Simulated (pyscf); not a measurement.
## Four-centre exchange: Cl–Ta(Cl)(Cl)(Cl)–Cl (SMILES [Cl][Ta]([Cl])([Cl])([Cl])[Cl]) + H₂O (SMILES O) -> HCl (SMILES Cl) + HO–Ta(Cl)(Cl)(Cl)–Cl (SMILES [OH][Ta]([Cl])([Cl])([Cl])[Cl])

Gas phase, singlet surface, charge 0. Bonds broken: Cl1–Ta2, O7–H8. Bonds formed: Cl1–H8, Ta2–O7. PySCF, gas phase, ωB97X-D3(BJ)/def2-SVP geometries.

Transition state (Å):

```xyz
9

Cl     0.8067     0.4875     2.1150
Ta    -0.3288    -0.0008    -0.2855
Cl     0.0443     2.2568    -0.7623
Cl    -1.5666    -0.3343    -2.1506
Cl     1.7816    -0.5757    -0.9333
Cl    -0.7996    -2.0684     0.6180
O     -1.6450     0.7335     1.0789
H     -0.5984     0.7445     1.9952
H     -1.9925     1.6263     0.9370
```

One imaginary mode, 706i cm⁻¹; descent along it reached the two sides named, in the forms told below.

```tsv
bond	change	reactant side (Å)	saddle	product side
Cl1–Ta2	breaks	2.331	2.7	2.9
O7–H8	breaks	0.969	1.391	3.6
Cl1–H8	forms	2.7	1.433	1.291
Ta2–O7	forms	2.292	2.033	1.861
```

Electronic energies relative to the separated reactants (kJ/mol):

```
level                   barrier  reaction energy  reverse barrier
----------------------  -------  ---------------  ---------------
ωB97X-D3(BJ)/def2-TZVP      6.6             +9.9             -3.2
PBE/def2-TZVP              10.1             +3.3              6.8
r²SCAN/def2-TZVP            1.4             +0.5              0.9
B3LYP-D3(BJ)/def2-TZVP     11.2             +2.0              9.2
PBE0-D3(BJ)/def2-TZVP       7.4             +5.7              1.7
M06-2X/def2-TZVP            7.8             -1.5              9.2
ωB97M-D3(BJ)/def2-TZVP     11.1             -6.2             17.2
HF/def2-TZVP               69.9            -12.8             82.7
```

With ωB97M-D3(BJ)/def2-TZVP energies and thermal terms (ideal gas, 1 atm, RRHO with modes under 100 cm⁻¹ raised to 100, one conformer, R ln 2 for chiral ones without a mode under 150 cm⁻¹), in kJ/mol:

```json
[
 {"T (K)": "298", "ΔH‡": "1.1", "ΔG‡": "44.1", "ΔH": "-13.7", "ΔG": "-15.4"},
 {"T (K)": "600", "ΔH‡": "2.3", "ΔG‡": "87.4", "ΔH": "-11.7", "ΔG": "-17.9"},
 {"T (K)": "900", "ΔH‡": "5.6", "ΔG‡": "129.2", "ΔH": "-9.5", "ΔG": "-21.5"},
 {"T (K)": "1200", "ΔH‡": "9.5", "ΔG‡": "169.8", "ΔH": "-7.4", "ΔG": "-25.8"}
]
```

On the reactant side the descent ends in an adduct with a O–Ta contact, 90.8 kJ/mol under the separated species and 97.5 kJ/mol under the saddle at ωB97X-D3(BJ)/def2-TZVP. On the product side the descent ends in an adduct with a Cl–Ta contact (not fully relaxed), 30.9 kJ/mol under the separated species and 27.7 kJ/mol under the saddle at ωB97X-D3(BJ)/def2-TZVP. At ωB97X-D3(BJ) the saddle lies under the separated products, which points to a path from their complex (located at ωB97X-D3(BJ) alone). What is counted as formed (O–Ta) is already present as a longer contact in the reactant adduct; forming that adduct is a step of its own. What is counted as broken (Cl–Ta) persists as a longer contact in the product adduct; parting that adduct is a step of its own. One saddle was located; it need not be the lowest between these sides. Elements past Kr carry the def2 core potentials, without spin-orbit coupling.
